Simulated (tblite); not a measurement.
Species: C4H5NS (charge +1 and doublet state).
Atom-mapped SMILES: `[CH3:1][C@@:2]1([C:3]#[N:4])[CH2:5][S+:6]1` (hydrogens: H7, H8, H9 on C1; H10, H11 on C5)
Bond orders are those of one Lewis drawing.

Computed with GFN2-xTB (tblite), gas phase: L-BFGS steps from a force-field or distance-geometry start until the largest atomic force falls under 0.01 eV/Å.

Step 5: E = -454.6984 eV
```
atom  x, y, z in Å  |  force x, y, z in eV/Å
C1     -1.0470   -0.8434    0.0863   -0.149  -0.002   0.076
C2     -0.0250    0.2335   -0.1660   -0.028  -0.110  -0.120
C3     -0.4278    1.5899    0.0555    0.013  -0.499  -0.260
N4     -0.6932    2.6702    0.2789   -0.189   0.540   0.123
C5      1.4223   -0.0394    0.0598    0.045   0.014   0.017
S6      0.9648   -0.0968   -1.6642    0.089   0.018  -0.085
H7     -0.5731   -1.8114    0.2300    0.088   0.012   0.038
H8     -1.7516   -0.9449   -0.7361   -0.084   0.110  -0.056
H9     -1.6225   -0.5980    0.9734   -0.101   0.024   0.171
H10     2.0724    0.7962    0.2839    0.107   0.084   0.199
H11     1.6861   -0.9533    0.5727    0.208  -0.192  -0.103
```

Step 6: E = -454.7113 eV
```
atom  x, y, z in Å  |  force x, y, z in eV/Å
C1     -1.0527   -0.8359    0.0915   -0.161  -0.138   0.047
C2     -0.0287    0.2292   -0.1694    0.044  -0.048  -0.121
C3     -0.4414    1.5826    0.0384   -0.020   0.178  -0.040
N4     -0.6929    2.6669    0.2820   -0.088  -0.047  -0.042
C5      1.4184   -0.0378    0.0633    0.171  -0.012   0.000
S6      0.9749   -0.0963   -1.6635    0.038   0.035  -0.083
H7     -0.5730   -1.7996    0.2302    0.082  -0.092   0.064
H8     -1.7512   -0.9393   -0.7347   -0.145   0.106  -0.049
H9     -1.6279   -0.6010    0.9826   -0.067   0.067   0.116
H10     2.0761    0.7905    0.2955    0.047   0.118   0.181
H11     1.7038   -0.9567    0.5583    0.100  -0.167  -0.073
```

Q: Estimate the geometry and energy of step 7. (The exact step hangs on the optimiser's Hessian estimate; all steps are aligned on step 6, rigid shifts and turns removed.)

A: E = -454.7172 eV, largest force 0.357 eV/Å
```
atom  x, y, z in Å  |  force x, y, z in eV/Å
C1     -1.0578   -0.8349    0.0946   -0.098  -0.126   0.014
C2     -0.0298    0.2264   -0.1730    0.068  -0.011  -0.076
C3     -0.4473    1.5810    0.0298   -0.004   0.354   0.044
N4     -0.6947    2.6660    0.2828   -0.051  -0.276  -0.115
C5      1.4196   -0.0375    0.0650    0.165  -0.011  -0.024
S6      0.9800   -0.0954   -1.6648    0.020   0.046  -0.032
H7     -0.5715   -1.7960    0.2314    0.034  -0.103   0.066
H8     -1.7536   -0.9348   -0.7351   -0.147   0.083  -0.007
H9     -1.6315   -0.6011    0.9888   -0.029   0.066   0.055
H10     2.0786    0.7902    0.3039   -0.005   0.084   0.154
H11     1.7134   -0.9612    0.5505    0.045  -0.107  -0.079
```

The energy changes by -0.0059 eV. The first-order estimate −F·Δx gives -0.0078 eV and the mean of the old and new forces, exact on a quadratic surface, -0.0059 eV. The step makes an angle of 54° with the force vector and moves no atom by more than 0.013 Å.

The cost below is that of the whole relaxation. The run took 0.22 s of wall time on one thread, Arm Neoverse V2 (aarch64), shared host with 96 logical CPUs at a one-minute load of 28.
